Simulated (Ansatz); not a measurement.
**SF₄: an energy map over bond length S2–F4 and angle F4–S2–F5**

Aim: map the energy of F₄S, SMILES FS(F)(F)F over two coordinates, and find its wells, ridges and stiffness.

Computed with Ansatz 0.2.0. Level: RKS PBE0-D4/def2-SVP.

## 1. Where the work starts

SMILES `FS(F)(F)F`, 5 atoms, charge 0, spin multiplicity 1.

Atoms are counted from 1 here; the program's logs count them from 0.

Bond lengths: F1–S2 1.613 Å, S2–F3 1.688 Å, S2–F4 1.688 Å, S2–F5 1.613 Å. Angles: F1–S2–F3 87.9°, F1–S2–F4 87.9°, F1–S2–F5 100.7°, F3–S2–F4 173.5°, F3–S2–F5 87.9°, F4–S2–F5 87.9°.

Geometry (Å):

```mol
F4S
  3D, bonds by distance, orders not assigned

  5  4  0  0  0  0  0  0  0  0999 V2000
   -0.5824   -0.2260    1.2201 F   0  0
    0.0659   -0.3682   -0.2504 S   0  0
    1.5765   -0.4867    0.4942 F   0  0
   -1.4727   -0.0926   -0.8882 F   0  0
    0.4127    1.1735   -0.5758 F   0  0
  1  2  8  0
  2  3  8  0
  2  4  8  0
  2  5  8  0
M  END
```

This geometry comes from a loose relaxation at PBE in a small basis, which is not shown.

## 2. Relaxing the molecule

The input, input.yaml:

```yaml
crystal:
  periodic: [false, false, false]
  atoms:
    - { symbol: F, position_ang: [-0.582357, -0.226007, 1.220097] }
    - { symbol: S, position_ang: [0.065915, -0.368152, -0.250353] }
    - { symbol: F, position_ang: [1.576461, -0.486659, 0.49423] }
    - { symbol: F, position_ang: [-1.472744, -0.092637, -0.888169] }
    - { symbol: F, position_ang: [0.412716, 1.173455, -0.575805] }
basis:
  gaussian: { orbitals: def2-SVP }
hamiltonian:
  xc: pbe0
  dispersion: d4
output:
  forces: true
relax:
  f_tol: 0.003
  max_steps: 120
```

Started as:

```
ansatz run input.yaml --threads 1 --pin off --max-ram 2560MiB --backend cpu --events-out ev --progress --plain --runs-dir out
```

What it wrote (excerpt; [...] marks lines left out):

```text
Warning: RAYON_NUM_THREADS=1 ignored (pool sized by the plan → 1); use --threads N
[...]
Functional definition: PBE0
[...]
737 factors; integrals over basis functions are off by at most 2.3e-4 eV
[...]
mean field -21674.17395687 eV, -796.5112016321 hartree, gradient 5.6e-6 eV, S^2 0.000000; 0 other end points of the search recorded, 0 dependent functions left out
[...]
reference -21674.17396405 eV, -796.5112018962 hartree; 26, 26 occupied and 48, 48 virtual orbitals, 737 factors
relax step   1: F+E_penalty+E_count = -21674.24242122 eV  Δ(F+E_penalty+E_count) = +0.000e0 eV  max|allowed force component| = 1.145e0 eV/Å  Δτ_max = 0.0000 Å  (26 SCF iters, accepted)
[...]
relax step   5: F+E_penalty+E_count = -21674.31322400 eV  Δ(F+E_penalty+E_count) = -5.026e-5 eV  max|allowed force component| = 3.299e-3 eV/Å  Δτ_max = 0.0012 Å  (23 SCF iters, accepted)
[...]
relax step   6: F+E_penalty+E_count = -21674.31322488 eV  Δ(F+E_penalty+E_count) = -8.777e-7 eV  max|allowed force component| = 1.002e-3 eV/Å  Δτ_max = 0.0001 Å  (18 SCF iters, accepted)
737 factors; integrals over basis functions are off by at most 2.2e-4 eV
[...]
mean field -21674.24439831 eV, -796.5137903074 hartree, gradient 2.5e-5 eV, S^2 0.000000; 1 other end points of the search recorded, 0 dependent functions left out
[...]
reference -21674.24440552 eV, -796.5137905722 hartree; 26, 26 occupied and 48, 48 virtual orbitals, 737 factors
Total energy: -21674.31323209 eV, -796.5163199020 hartree
Atom 0 at    -0.570422    -0.230772     1.192410 Å, force    -0.000400    -0.000912     0.000623 eV/Å
Atom 1 at     0.065438    -0.365439    -0.248508 Å, force     0.000032    -0.000177    -0.000121 eV/Å
Atom 2 at     1.545189    -0.467130     0.492129 Å, force    -0.000299     0.000397     0.000144 eV/Å
Atom 3 at    -1.447138    -0.080438    -0.864490 Å, force     0.000167     0.000337     0.000356 eV/Å
Atom 4 at     0.406923     1.143779    -0.571541 Å, force     0.000500     0.000354    -0.001002 eV/Å
Dipole moment:     0.029504    -0.164758    -0.112040 e Å
```

It took 12 s on 1 thread of Arm Neoverse V2, shared host; peak memory 0.14 GiB.

Step by step:

```
step  energy from step 1 (eV)  largest force component (eV/Å)
   1                   0.0000                          1.1452
   2                  -0.0463                          0.7096
   3                  -0.0701                          0.1356
   4                  -0.0708                          0.0417
   5                  -0.0708                          0.0033
   6                  -0.0708                          0.0010
```

Close pairs (by a distance rule), those that changed most:

```
 bond  before (Å)  after (Å)  change (Å)
S2–F5       1.613      1.581      -0.033
F1–S2       1.613      1.581      -0.033
S2–F3       1.688      1.658      -0.030
S2–F4       1.688      1.658      -0.030
```

## 3. Setting up the map

First coordinate, bond length S2–F4: 15 values from 1.459 to 2.072 Å. Second coordinate, angle F4–S2–F5: 15 values from 52.5 to 122.5 °.

Nothing else is relaxed (all other coordinates rigid). Energies count from the relaxed molecule at the same level. Points are written as (first, second).

Of the runs on the grid, 3 are shown in the steps below; the others differ only in the two coordinates.

## 4. Point (1.678 Å, 87.5°)

The input, input.yaml:

```yaml
crystal:
  periodic: [false, false, false]
  atoms:
    - { symbol: F, position_ang: [-0.570422, -0.230772, 1.19241] }
    - { symbol: S, position_ang: [0.065438, -0.365439, -0.248508] }
    - { symbol: F, position_ang: [1.545189, -0.46713, 0.492129] }
    - { symbol: F, position_ang: [-1.465218, -0.075931, -0.872176] }
    - { symbol: F, position_ang: [0.406923, 1.143779, -0.571541] }
basis:
  gaussian: { orbitals: def2-SVP }
hamiltonian:
  xc: pbe0
  dispersion: d4
output:
  forces: true
```

Started as:

```
ansatz run input.yaml --threads 1 --pin off --max-ram 2560MiB --backend cpu --events-out ev --progress --plain --runs-dir out
```

What it wrote (excerpt; [...] marks lines left out):

```text
Warning: RAYON_NUM_THREADS=1 ignored (pool sized by the plan → 1); use --threads N
[...]
[... 1 set-up line as earlier in the session ...]
[...]
675 factors; integrals over basis functions are off by at most 9.4e-4 eV
[...]
mean field -21674.23952010 eV, -796.5136110364 hartree, gradient 7.7e-5 eV, S^2 0.000000; 0 other end points of the search recorded, 0 dependent functions left out
[...]
reference -21674.23952730 eV, -796.5136113012 hartree; 26, 26 occupied and 48, 48 virtual orbitals, 675 factors
Total energy: -21674.30828384 eV, -796.5161380575 hartree
Atom 0 at    -0.570422    -0.230772     1.192410 Å, force    -0.014039    -0.002881    -0.056116 eV/Å
Atom 1 at     0.065438    -0.365439    -0.248508 Å, force    -0.351574     0.134073    -0.094310 eV/Å
Atom 2 at     1.545189    -0.467130     0.492129 Å, force    -0.031287    -0.018426    -0.031602 eV/Å
Atom 3 at    -1.465218    -0.075931    -0.872176 Å, force     0.432208    -0.073217     0.188354 eV/Å
Atom 4 at     0.406923     1.143779    -0.571541 Å, force    -0.035309    -0.039548    -0.006326 eV/Å
Dipole moment:     0.054767    -0.169122    -0.101112 e Å
```

It took 1.7 s on 1 thread of Arm Neoverse V2, shared host; peak memory 0.13 GiB.

On the map this point reads 0.48 kJ/mol.

## 5. Point (1.766 Å, 112.5°)

input.yaml: that of step 4 with these lines changed.

```diff
@@ -6,3 +6,3 @@
     - { symbol: F, position_ang: [1.545189, -0.46713, 0.492129] }
-    - { symbol: F, position_ang: [-1.465218, -0.075931, -0.872176] }
+    - { symbol: F, position_ang: [-1.58567, -0.796933, -0.702831] }
     - { symbol: F, position_ang: [0.406923, 1.143779, -0.571541] }
```

Started as:

```
ansatz run input.yaml --threads 1 --pin off --max-ram 2560MiB --backend cpu --events-out ev --progress --plain --runs-dir out
```

What it wrote (excerpt; [...] marks lines left out):

```text
Warning: RAYON_NUM_THREADS=1 ignored (pool sized by the plan → 1); use --threads N
[...]
[... 1 set-up line as earlier in the session ...]
[...]
674 factors; integrals over basis functions are off by at most 9.4e-4 eV
[...]
mean field -21673.44283424 eV, -796.4843333710 hartree, gradient 4.2e-5 eV, S^2 0.000000; 0 other end points of the search recorded, 0 dependent functions left out
[...]
reference -21673.44284151 eV, -796.4843336383 hartree; 26, 26 occupied and 48, 48 virtual orbitals, 674 factors
Total energy: -21673.51095147 eV, -796.4868366331 hartree
Atom 0 at    -0.570422    -0.230772     1.192410 Å, force     0.278119     0.570390    -0.097849 eV/Å
Atom 1 at     0.065438    -0.365439    -0.248508 Å, force     0.320179    -2.610402    -0.130396 eV/Å
Atom 2 at     1.545189    -0.467130     0.492129 Å, force     0.154811     0.023301     0.310068 eV/Å
Atom 3 at    -1.585670    -0.796933    -0.702831 Å, force     0.747957     1.468907    -0.084003 eV/Å
Atom 4 at     0.406923     1.143779    -0.571541 Å, force    -1.501066     0.547804     0.002180 eV/Å
Dipole moment:     0.123827     0.050365    -0.096685 e Å
```

Run time: 1.7 s. Hardware: 1 thread of Arm Neoverse V2, shared host; peak memory 0.13 GiB.

That is 77 kJ/mol from the zero.

## 6. The run at (1.853 Å, 107.5°)

input.yaml: that of step 5 with these lines changed.

```diff
@@ -6,3 +6,3 @@
     - { symbol: F, position_ang: [1.545189, -0.46713, 0.492129] }
-    - { symbol: F, position_ang: [-1.58567, -0.796933, -0.702831] }
+    - { symbol: F, position_ang: [-1.685198, -0.665914, -0.776331] }
     - { symbol: F, position_ang: [0.406923, 1.143779, -0.571541] }
```

Started as:

```
ansatz run input.yaml --threads 1 --pin off --max-ram 2560MiB --backend cpu --events-out ev --progress --plain --runs-dir out
```

What it wrote (excerpt; [...] marks lines left out):

```text
Warning: RAYON_NUM_THREADS=1 ignored (pool sized by the plan → 1); use --threads N
[...]
[... 1 set-up line as earlier in the session ...]
[...]
674 factors; integrals over basis functions are off by at most 9.5e-4 eV
[...]
mean field -21673.47539345 eV, -796.4855299000 hartree, gradient 5.8e-5 eV, S^2 0.000000; 0 other end points of the search recorded, 0 dependent functions left out
[...]
reference -21673.47540078 eV, -796.4855301694 hartree; 26, 26 occupied and 48, 48 virtual orbitals, 674 factors
Total energy: -21673.54318942 eV, -796.4880213560 hartree
Atom 0 at    -0.570422    -0.230772     1.192410 Å, force     0.146431     0.355354    -0.349585 eV/Å
Atom 1 at     0.065438    -0.365439    -0.248508 Å, force    -0.849173    -1.841926    -0.086642 eV/Å
Atom 2 at     1.545189    -0.467130     0.492129 Å, force    -0.029162    -0.041189     0.067073 eV/Å
Atom 3 at    -1.685198    -0.665914    -0.776331 Å, force     2.081884     1.374245     0.440213 eV/Å
Atom 4 at     0.406923     1.143779    -0.571541 Å, force    -1.349981     0.153516    -0.071061 eV/Å
Dipole moment:     0.247598     0.021764    -0.055071 e Å
```

It took 1.7 s on 1 thread of Arm Neoverse V2, shared host; peak memory 0.12 GiB.

Energy on the map's scale: 74 kJ/mol.

## 7. The map

225 points were computed. Energies in kJ/mol, from the relaxed molecule at the same level:

```csv
"angle F4–S2–F5 (°) ↓, bond length S2–F4 (Å) →",1.459,1.503,1.547,1.590,1.634,1.678,1.722,1.766,1.809,1.853,1.897,1.941,1.985,2.029,2.072
122.5,222,184,157,137,124,117,114,114,117,122,130,139,149,160,172
117.5,194,158,132,114,103,97,95,96,101,107,115,125,136,148,160
112.5,165,130,106,90,80,75,74,77,83,91,100,111,123,135,148
107.5,135,102,79,65,56,53,54,59,65,74,85,97,109,123,136
102.5,109,77,56,42,35,33,36,41,49,59,71,83,97,111,126
97.5,88,57,36,24,17,17,20,26,35,46,59,72,87,102,116
92.5,73,43,23,11,5,5,9,16,25,37,50,64,79,94,110
87.5,70,39,18,6,1,0,4,12,21,33,46,60,75,91,107
82.5,80,48,26,13,7,6,9,16,25,36,49,63,77,93,108
77.5,111,76,52,37,28,25,27,32,39,49,61,73,87,102,116
72.5,171,132,103,84,72,65,63,65,70,77,86,97,108,121,133
67.5,274,228,193,168,149,136,129,125,125,127,132,138,146,155,165
62.5,444,388,343,308,279,256,239,227,218,212,209,209,210,213,218
57.5,718,648,588,537,493,455,423,396,373,354,339,327,317,310,306
52.5,1154,1065,984,912,844,783,727,676,632,591,555,523,496,472,451
```

On the same grid, dipole moment (D):

| angle F4–S2–F5 (°) ↓, bond length S2–F4 (Å) → | 1.459 | 1.503 | 1.547 | 1.590 | 1.634 | 1.678 | 1.722 | 1.766 | 1.809 | 1.853 | 1.897 | 1.941 | 1.985 | 2.029 | 2.072 |
| --- | --- | --- | --- | --- | --- | --- | --- | --- | --- | --- | --- | --- | --- | --- | --- |
| 122.5 | 1.88 | 1.58 | 1.29 | 1.03 | 0.83 | 0.72 | 0.76 | 0.91 | 1.12 | 1.36 | 1.61 | 1.86 | 2.11 | 2.34 | 2.57 |
| 117.5 | 1.89 | 1.59 | 1.30 | 1.03 | 0.81 | 0.69 | 0.70 | 0.84 | 1.05 | 1.29 | 1.54 | 1.79 | 2.03 | 2.27 | 2.50 |
| 112.5 | 1.87 | 1.57 | 1.28 | 1.01 | 0.79 | 0.65 | 0.65 | 0.79 | 1.00 | 1.24 | 1.49 | 1.74 | 1.98 | 2.22 | 2.44 |
| 107.5 | 1.83 | 1.53 | 1.25 | 0.98 | 0.76 | 0.62 | 0.63 | 0.78 | 0.98 | 1.22 | 1.47 | 1.72 | 1.96 | 2.20 | 2.42 |
| 102.5 | 1.78 | 1.49 | 1.21 | 0.95 | 0.75 | 0.63 | 0.66 | 0.81 | 1.02 | 1.25 | 1.49 | 1.74 | 1.98 | 2.21 | 2.43 |
| 97.5 | 1.72 | 1.44 | 1.18 | 0.95 | 0.77 | 0.70 | 0.75 | 0.90 | 1.10 | 1.33 | 1.56 | 1.80 | 2.03 | 2.26 | 2.47 |
| 92.5 | 1.67 | 1.41 | 1.17 | 0.98 | 0.85 | 0.82 | 0.89 | 1.04 | 1.23 | 1.45 | 1.67 | 1.90 | 2.12 | 2.34 | 2.55 |
| 87.5 | 1.65 | 1.41 | 1.21 | 1.06 | 0.98 | 0.98 | 1.07 | 1.22 | 1.40 | 1.60 | 1.81 | 2.03 | 2.24 | 2.46 | 2.66 |
| 82.5 | 1.65 | 1.45 | 1.29 | 1.18 | 1.14 | 1.18 | 1.27 | 1.42 | 1.59 | 1.78 | 1.98 | 2.19 | 2.39 | 2.59 | 2.79 |
| 77.5 | 1.69 | 1.53 | 1.40 | 1.34 | 1.33 | 1.39 | 1.49 | 1.63 | 1.79 | 1.97 | 2.16 | 2.36 | 2.55 | 2.75 | 2.93 |
| 72.5 | 1.76 | 1.64 | 1.55 | 1.52 | 1.54 | 1.61 | 1.71 | 1.85 | 2.00 | 2.17 | 2.35 | 2.54 | 2.72 | 2.91 | 3.09 |
| 67.5 | 1.87 | 1.77 | 1.72 | 1.72 | 1.75 | 1.83 | 1.94 | 2.07 | 2.21 | 2.38 | 2.54 | 2.72 | 2.90 | 3.07 | 3.24 |
| 62.5 | 1.99 | 1.93 | 1.91 | 1.92 | 1.97 | 2.05 | 2.16 | 2.28 | 2.42 | 2.57 | 2.73 | 2.90 | 3.07 | 3.23 | 3.40 |
| 57.5 | 2.13 | 2.09 | 2.09 | 2.12 | 2.18 | 2.26 | 2.37 | 2.49 | 2.62 | 2.77 | 2.92 | 3.08 | 3.23 | 3.39 | 3.55 |
| 52.5 | 2.12 | 2.13 | 2.18 | 2.25 | 2.34 | 2.45 | 2.56 | 2.68 | 2.81 | 2.95 | 3.10 | 3.24 | 3.40 | 3.55 | 3.70 |

## 8. Summary of results

```
               quantity                                                                            value
           lowest point                                                    (1.678 Å, 87.5°), 0.48 kJ/mol
 highest computed point                                   (1.459 Å, 52.5°), 1153 kJ/mol above the lowest
      dipole moment (D)  0.62 at (1.678 Å, 107.5°) to 3.70 at (2.072 Å, 52.5°); 0.98 at the lowest point
time for the whole task                                                 8.3 min on 1 thread, shared host
```

What this shows: The lowest computed point is at (1.678 Å, 87.5°), 0.48 kJ/mol from the relaxed molecule at the same level. The grid is coarse, so the lowest point of the scanned range may lie between grid points; coordinates that were held can hide deeper minima. No other kind of well shows on this grid. The highest computed point, (1.459 Å, 52.5°), lies 1153 kJ/mol above the lowest. Round the minimum the two coordinates are nearly uncoupled.
